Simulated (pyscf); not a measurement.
Single points on ωB97X-D3(BJ)/def2-SVP structures (PySCF, gas phase).

**Question.** For H₃Si–GeH₂–Cl + hydrogen (H₂) -> H₃Si–GeH₃ + hydrogen chloride (HCl), a four-centre exchange (singlet surface; Cl–Ge, H–H broken, Ge–H, Cl–H formed), PBE/def2-TZVP gives ΔE‡ = 43.4 kcal/mol and ΔE = +11.8 kcal/mol (zero: the separated reactants). In which direction and how far do r²SCAN/def2-TZVP, PBE0-D3(BJ)/def2-TZVP, ωB97M-D3(BJ)/def2-TZVP move these?

**Answer.** r²SCAN: ΔE‡ = 46.3 kcal/mol, ΔE = +13.1 kcal/mol; PBE0-D3(BJ): ΔE‡ = 45.4 kcal/mol, ΔE = +12.4 kcal/mol; ωB97M-D3(BJ): ΔE‡ = 48.2 kcal/mol, ΔE = +11.8 kcal/mol. PBE's barrier lies under all of them, by 2.0 to 4.8 kcal/mol. Its reaction energy matches one of them and lies within 1.3 kcal/mol of the others. At the saddle there is also a short Ge–H contact that neither side keeps. This is the saddle that the search found; another between the same sides may lie lower. Elements up to Kr have no core potential and no relativistic terms here.
